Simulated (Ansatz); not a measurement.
# AlHSi: the cost of one run

Method: def2-QZVPP, all electrons in the functionals; program: Ansatz 0.2.0, Gaussian basis.

The runs, in order: PBE, BLYP, r2SCAN, B97M-V, PBE0, B3LYP, at charge 0, triplet; charge 0, singlet; charge 0, quintet; charge 1, doublet; charge 1, quartet.

2 further runs of the same task are left out: 2 set aside as unsound or not needed.

**1. The geometry**

The geometry is a PBE0/def2-TZVP stationary point (not a proven minimum).

3 atoms, charge 0, spin multiplicity 3.

Atoms are counted from 1 here; the program's logs count them from 0.

Bond lengths: Si1–Al2 2.390 Å, Si1–H3 1.598 Å. Angles: Al2–Si1–H3 57.3°.

No dispersion term is added; B97M-V holds VV10 nonlocal correlation. B3LYP takes the VWN-RPA correlation.

The geometry shown and the zero of energy belong to the point charge 0, triplet. The yardstick, UCCSD(T), and other wave-function levels (R restricted, U unrestricted, valence and pair active spaces) come from earlier runs.

**2. PBE, charge 0, triplet**

in.yaml

```yaml
crystal:
  periodic: [false, false, false]
  atoms:
    - {symbol: Si, position_ang: [0.000000, -0.035961, 1.165412]}
    - {symbol: Al, position_ang: [0.000000, -0.011793, -1.224879]}
    - {symbol: H, position_ang: [0.000000, 1.317723, 0.315431]}
basis:
  gaussian: {orbitals: "def2-QZVPP.json"}
magnetization: {spin_polarized: true, initial_magnetization: 2}
hamiltonian: {xc: {name: PBE}}
output: {orbitals: {seedname: orbitals}}
```

Started as:

```
ansatz run in.yaml --threads 1 --pin off --events-out ev --progress --plain --max-ram 2393MiB
```

**Question.** How long does this run take on 1 thread of Arm Neoverse V1, shared host?

About 4.5 s.
